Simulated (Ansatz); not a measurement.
# CS2: functionals against CCSD(T) at one geometry

The atoms stand at a frame of a short trajectory. How far do the functionals agree with CCSD(T) there?

Method: single points in def2-TZVPP; program: Ansatz 0.2.0, Gaussian basis.

Correlated methods freeze the cores.

## 1. Where the work starts

3 atoms, charge 0, spin multiplicity 1.

Atoms are counted from 1 here; the program's logs count them from 0.

Bond lengths: S1–C2 1.549 Å, C2–S3 1.568 Å. Angles: S1–C2–S3 175.3°.

Geometry (Å):

```xyz
3
CS2
S     1.3605   -0.1494    0.7389
C     0.0209   -0.0398   -0.0306
S    -1.3684    0.1643   -0.7274
```

## 2. PBE-D4/def2-TZVPP

run/in.yaml reads:

```yaml
crystal:
  periodic: [false, false, false]
  atoms:
    - {symbol: S, position_ang: [1.360544, -0.149384, 0.738889]}
    - {symbol: C, position_ang: [0.020918, -0.039819, -0.030629]}
    - {symbol: S, position_ang: [-1.368381, 0.164292, -0.727414]}
basis:
  gaussian: {orbitals: def2-TZVPP}
hamiltonian: {xc: pbe, dispersion: d4}
output: {forces: true}
```

Command:

```console
$ ansatz run in.yaml --threads 2 --pin off --events-out ev --progress --plain --max-ram 3481MiB
```

## 3. r2SCAN-D4/def2-TZVPP

Changes to run/in.yaml since step 2:

```diff
@@ -8,3 +8,3 @@
   gaussian: {orbitals: def2-TZVPP}
-hamiltonian: {xc: pbe, dispersion: d4}
+hamiltonian: {xc: r2scan, dispersion: d4}
 output: {forces: true}
```

## 4. PBE0-D4/def2-TZVPP

Changes to run/in.yaml since step 3:

```diff
@@ -8,3 +8,3 @@
   gaussian: {orbitals: def2-TZVPP}
-hamiltonian: {xc: r2scan, dispersion: d4}
-output: {forces: true}
+hamiltonian: {xc: pbe0, dispersion: d4}
+output: {forces: true, orbitals: {seedname: orbitals}}
```

## 5. wB97M-V/def2-TZVPP

Changes to run/in.yaml since step 4:

```diff
@@ -8,3 +8,3 @@
   gaussian: {orbitals: def2-TZVPP}
-hamiltonian: {xc: pbe0, dispersion: d4}
-output: {forces: true, orbitals: {seedname: orbitals}}
+hamiltonian: {xc: {name: wB97M-V}}
+output: {forces: true}
```

## 6. CCSD(T)/def2-TZVPP

Changes to run/in.yaml since step 5:

```diff
@@ -8,3 +8,3 @@
   gaussian: {orbitals: def2-TZVPP}
-hamiltonian: {xc: {name: wB97M-V}}
+correlation: {method: ccsd_t}
 output: {forces: true}
```

(Steps that only read results are left out.)

Before running it: what results should come out? Wanted: energy less free atoms, CCSD(T)/def2-TZVPP; RMS force component; RMS force error; HOMO and LUMO, PBE0-D4; T1 diagnostic.

The runs gave:

| quantity | value |
| --- | --- |
| energy less free atoms, CCSD(T)/def2-TZVPP | -11.581 eV |
| RMS force component | 0.388 to 0.459 eV/Å over the methods |
| RMS force error | PBE-D4 0.038, r2SCAN-D4 0.193, PBE0-D4 0.304, wB97M-V 0.325 eV/Å |
| HOMO and LUMO, PBE0-D4 | -7.83 and -2.04 eV |
| T1 diagnostic | 0.020 |

Against CCSD(T) the functionals' energies less atoms differ by -1.585 to -0.606 eV, PBE-D4 by -1.585 eV. The reference is not at the basis limit: in triple zeta CCSD(T) underbinds, which counts against methods that bind more; the gaps are no ranking. On forces the order runs from PBE-D4 to wB97M-V. Frozen-core CCSD(T) forces in triple zeta carry basis errors of their own, and this is one geometry, so small gaps rank nothing.
